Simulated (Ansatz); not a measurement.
# C2H3 (doublet): wave-function methods side by side at distance C1–H3 = 1.006 Å, cc-pVDZ

How much of the correlation energy of C2H3 (doublet) does each wave-function method recover here?

Program: Ansatz 0.2.0, Gaussian basis. Level of theory: cc-pVDZ, core rule «outside noble gas», up to 2 orbitals frozen. These are calculated values, not measurements.

Plan: UHF; CCSD(T) on ROHF; CCSD(T) on UHF; BCCD(T) on ROHF; CISD; CCSDT(Q) on ROHF; CCSDT(Q) on UHF; CASSCF and MRCISD+Q, 3 electrons in 3 orbitals; CASSCF and NEVPT2, 3 electrons in 3 orbitals.

23 further runs of the same task are left out: 1 for a mislabelled method, 18 that didn't finish, 4 set aside as unsound or not needed.

## 1. The system

The geometry derives from a PBE0/def2-TZVP stationary point (not a proven minimum). One bond is set to the value named and the two fragments are kept rigid.

5 atoms, charge 0, spin multiplicity 2.

Atoms are counted from 1 here; the program's logs count them from 0.

Bond lengths: C1–C2 1.428 Å, C1–H3 1.006 Å, C1–H4 1.099 Å, C1–H5 1.099 Å. Angles: C2–C1–H3 91.4°, C2–C1–H4 118.1°, C2–C1–H5 118.1°, H3–C1–H4 106.6°, H3–C1–H5 106.6°, H4–C1–H5 112.4°.

## 2. UHF

File in.yaml:

```yaml
crystal:
  periodic: [false, false, false]
  atoms:
    - {symbol: C, position_ang: [-0.007474, 0.000000, 0.594701]}
    - {symbol: C, position_ang: [-0.021144, 0.000000, -0.832970]}
    - {symbol: H, position_ang: [0.998417, -0.000003, 0.609510]}
    - {symbol: H, position_ang: [-0.328695, 0.912927, 1.114867]}
    - {symbol: H, position_ang: [-0.328701, -0.912924, 1.114867]}
basis:
  gaussian: {orbitals: cc-pVDZ}
magnetization: {spin_polarized: true, initial_magnetization: 1}
hamiltonian: {xc: hf}
output: {orbitals: {seedname: orbitals}}
```

On the command line:

```sh
$ ansatz run in.yaml --threads 1 --pin off --events-out ev --progress --plain --max-ram 2393MiB
```

Further steps of the session: CCSD(T) on ROHF; CCSD(T) on UHF; BCCD(T) on ROHF; CISD; CCSDT(Q) on ROHF; CCSDT(Q) on UHF; CASSCF and MRCISD+Q, 3 electrons in 3 orbitals; CASSCF and NEVPT2, 3 electrons in 3 orbitals.

**Question.** What will the summary of the whole plan be? Wanted: UCCSDT(Q) below the RHF energy; RMP2 from UCCSDT(Q); UMP2 from UCCSDT(Q); RCCSD from UCCSDT(Q); RCCSD(T) from UCCSDT(Q); UCCSD(T) from UCCSDT(Q); RCCSDT(Q) from UCCSDT(Q); NEVPT2 pair from UCCSDT(Q); MRCISD+Q pair from UCCSDT(Q).

The runs gave:

| quantity | value |
| --- | --- |
| UCCSDT(Q) below the RHF energy | -7.4267 eV |
| RMP2 from UCCSDT(Q) | +28.15 kcal/mol |
| UMP2 from UCCSDT(Q) | +29.56 kcal/mol |
| RCCSD from UCCSDT(Q) | +5.29 kcal/mol |
| RCCSD(T) from UCCSDT(Q) | +0.78 kcal/mol |
| UCCSD(T) from UCCSDT(Q) | +0.84 kcal/mol |
| RCCSDT(Q) from UCCSDT(Q) | +0.02 kcal/mol |
| NEVPT2 pair from UCCSDT(Q) | +26.33 kcal/mol |
| MRCISD+Q pair from UCCSDT(Q) | +1.58 kcal/mol |
| levels within 1 kcal/mol (43 meV) | RCCSD(T), UCCSD(T), BCCD(T), RCCSDT, UCCSDT, RCCSDT(Q) |
| T1 diagnostic | 0.017 |

In words: RCCSD(T) lands +0.78 kcal/mol from the yardstick (0.5 % of the correlation energy). Of the multireference levels listed MRCISD+Q pair comes nearest in total energy (+1.58 kcal/mol), which doesn't show that its space is the better one. These misses are within one basis, not against nature; the frozen cores of restricted and unrestricted runs differ, which can shift their rows.
